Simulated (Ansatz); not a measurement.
Geometry optimisation, RKS PBE-D4/def2-SVP (Ansatz).

The input (input.yaml):

```yaml
crystal:
  periodic: [false, false, false]
  atoms:
    - { symbol: C, position_ang: [0.6298, -2.4926, -0.6641] }
    - { symbol: C, position_ang: [0.9557, -1.0248, -1.0381] }
    - { symbol: O, position_ang: [1.1916, -0.2523, 0.1213] }
    - { symbol: C, position_ang: [0.135, 0.3224, 0.718] }
    - { symbol: "N", position_ang: [-0.3041, 1.5147, -0.009] }
    - { symbol: C, position_ang: [-1.3576, 2.2594, 0.7052] }
    - { symbol: H, position_ang: [0.4965, -3.0552, -1.5733] }
    - { symbol: H, position_ang: [-0.3205, -2.4649, -0.1248] }
    - { symbol: H, position_ang: [1.352, -2.8815, 0.0049] }
    - { symbol: H, position_ang: [1.8879, -1.0394, -1.5976] }
    - { symbol: H, position_ang: [0.1801, -0.5523, -1.6395] }
    - { symbol: H, position_ang: [-0.7428, -0.403, 0.7608] }
    - { symbol: H, position_ang: [0.2754, 0.5756, 1.7427] }
    - { symbol: H, position_ang: [0.5059, 2.1103, -0.0301] }
    - { symbol: H, position_ang: [-2.2667, 1.6222, 0.7937] }
    - { symbol: H, position_ang: [-1.6085, 3.1808, 0.1626] }
    - { symbol: H, position_ang: [-1.0288, 2.5802, 1.7076] }
basis:
  gaussian: { orbitals: def2-SVP }
hamiltonian:
  xc: pbe
  dispersion: d4
relax:
  f_tol: 0.015
  max_steps: 40
```

Launched with:

```bash
$ ansatz run input.yaml --threads 2 --pin off --max-ram 3072MiB --backend cpu --events-out ev --progress --plain --runs-dir out
```

Question: Where does it end, and by what steps?

Answer: It converged. The force dipped under the threshold on the way, but the program's further checks kept it going. After 9 steps the energy has fallen by 0.431 eV; H13 moved furthest, 0.50 Å.

```
step  energy less start (eV)  largest force component (eV/Å)  accepted
   0                  0.0000                           3.110       yes
   1                 -0.3349                           1.603       yes
   2                 -0.4065                           0.409       yes
   3                 -0.4172                           0.158       yes
   4                 -0.4238                           0.072       yes
   5                 -0.4269                           0.041       yes
   6                 -0.4293                           0.046       yes
   7                 -0.4300                           0.024       yes
   8                 -0.4304                           0.014       yes
   9                 -0.4305                           0.006       yes
```

```xyz
17
Properties=species:S:1:pos:R:3
C 0.427 -2.358 -0.702
C 0.996 -0.969 -0.976
O 1.380 -0.286 0.219
C 0.324 0.376 0.872
N -0.178 1.486 0.090
C -1.416 2.068 0.571
H 0.194 -2.879 -1.653
H -0.513 -2.310 -0.114
H 1.153 -2.976 -0.135
H 1.920 -1.050 -1.586
H 0.273 -0.343 -1.546
H -0.547 -0.299 1.075
H 0.748 0.667 1.867
H 0.555 2.199 -0.007
H -2.227 1.309 0.536
H -1.724 2.904 -0.089
H -1.385 2.462 1.621
```

The run took 33 s on 2 threads of AMD EPYC 7R13 Processor (Zen 3), with other jobs on the host, peak memory 0.2 GiB.
